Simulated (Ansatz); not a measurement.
A displaced shape of singlet CH₂F₂:

```json
{"atom": "C", "x (Å)": "0.5028", "y (Å)": "-0.0104", "z (Å)": "-0.0475"}
{"atom": "H", "x (Å)": "1.0939", "y (Å)": "0.6769", "z (Å)": "0.6109"}
{"atom": "H", "x (Å)": "1.1138", "y (Å)": "-0.6084", "z (Å)": "-0.6133"}
{"atom": "F", "x (Å)": "-0.3106", "y (Å)": "0.8060", "z (Å)": "-0.7436"}
{"atom": "F", "x (Å)": "-0.2633", "y (Å)": "-0.8180", "z (Å)": "0.7834"}
```

It was optimised with PBE0/def2-SVP in Ansatz (development build ahead of 0.2.0) to forces under 0.001 eV/Å, with restricted orbitals. Each step stands on the lowest determinant of that kind that the program's search found.

Q: What shape does it relax to, and how does the optimisation go?

A:

```yaml
atoms:
  - { symbol: C, position_ang: [0.4903, 0.0107, -0.0028] }
  - { symbol: H, position_ang: [1.1029, 0.6663, 0.6413] }
  - { symbol: H, position_ang: [1.1185, -0.6145, -0.6618] }
  - { symbol: F, position_ang: [-0.3160, 0.7728, -0.7614] }
  - { symbol: F, position_ang: [-0.2592, -0.7893, 0.7747] }
```

Bond lengths: C1–H2 1.104 Å, C1–H3 1.104 Å, C1–F4 1.344 Å, C1–F5 1.344 Å. Angles: H2–C1–H3 111.6°, H2–C1–F4 109.0°, H2–C1–F5 109.0°, H3–C1–F4 109.0°, H3–C1–F5 109.0°, F4–C1–F5 109.2°.

| step | E − E(start) (eV) | largest force (eV/Å) |
| --- | --- | --- |
| 1 | 0.0000 | 3.8481 |
| 2 | -0.1888 | 1.1058 |
| 3 | -0.2116 | 0.1961 |
| 4 | -0.2125 | 0.0544 |
| 5 | -0.2125 | 0.0094 |
| 6 | -0.2125 | 0.0011 |
| 7 | -0.2125 | 0.0001 |

The optimisation ended after 7 steps with its threshold met.
